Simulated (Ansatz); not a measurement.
Geometry optimisation, Ansatz, RKS PBE-D4/def2-SVP.

Input file:

```yaml
crystal:
  periodic: [false, false, false]
  atoms:
    - { symbol: Si, position_ang: [0.0, 0.0, 0.0] }
    - { symbol: "N", position_ang: [0.0, 0.0, 2.17] }
    - { symbol: H, position_ang: [-0.877, -0.2713, 2.7] }
    - { symbol: H, position_ang: [0.877, 0.2713, 2.7] }
    - { symbol: H, position_ang: [1.3768, 0.0, -0.4862] }
    - { symbol: H, position_ang: [-0.6877, 1.1914, -0.4862] }
    - { symbol: H, position_ang: [-0.6877, -1.1914, -0.4862] }
    - { symbol: F, position_ang: [0.9864, -1.498, 0.596] }
    - { symbol: H, position_ang: [0.6732, -1.0222, 1.6919] }
basis:
  gaussian: { orbitals: def2-SVP }
hamiltonian:
  xc: pbe
  dispersion: d4
relax:
  f_tol: 0.15
  max_steps: 25
  restrain:
    - { distance: [0, 7], at: 2.79, k: 30.0 }
    - { distance: [8, 1], at: 2.26, k: 30.0 }
    - { distance: [0, 1], at: 1.82, k: 30.0 }
    - { distance: [8, 7], at: 0.92, k: 30.0 }
```

Launched with:

```bash
$ ansatz run input.yaml --threads 1 --pin off --max-ram 2048MiB --backend cpu --events-out ev --progress --plain --runs-dir out
```

Problem. Where does it end, and by what steps?

Solution. The run converged. The restraints hold the end off the free minimum. After 11 steps the energy has fallen by 1.907 eV (the restraints' own energy left out); H9 moved furthest, 0.95 Å. Parted: Si1–F8 (1.89 → 2.80 Å). Joined: F8–H9 (1.24 → 0.93 Å).

| step | energy less start (eV) | largest force component (eV/Å) | accepted |
| --- | --- | --- | --- |
| 0 | 0.0000 | 2.019 | yes |
| 1 | -0.3396 | 2.479 | yes |
| 2 | -0.5270 | 3.418 | yes |
| 3 | -1.0050 | 2.646 | yes |
| 4 | -1.6777 | 0.883 | yes |
| 5 | -1.7191 | 0.778 | yes |
| 6 | -1.7050 | 1.659 | no |
| 7 | -1.7819 | 0.791 | yes |
| 8 | -1.8381 | 0.694 | yes |
| 9 | -1.8916 | 0.604 | yes |
| 10 | -1.8982 | 0.719 | yes |
| 11 | -1.9072 | 0.592 | yes |

```xyz
9
Properties=species:S:1:pos:R:3
Si -0.071 0.146 0.182
N -0.011 0.040 1.981
H -0.928 0.005 2.441
H 0.543 0.779 2.427
H 1.337 0.252 -0.316
H -0.807 1.382 -0.296
H -0.825 -1.040 -0.333
F 1.338 -2.209 0.739
H 1.085 -1.875 1.575
```

Time of the run: 28 s on 1 thread of Arm Neoverse V1, on a shared host, peak memory 0.13 GiB.
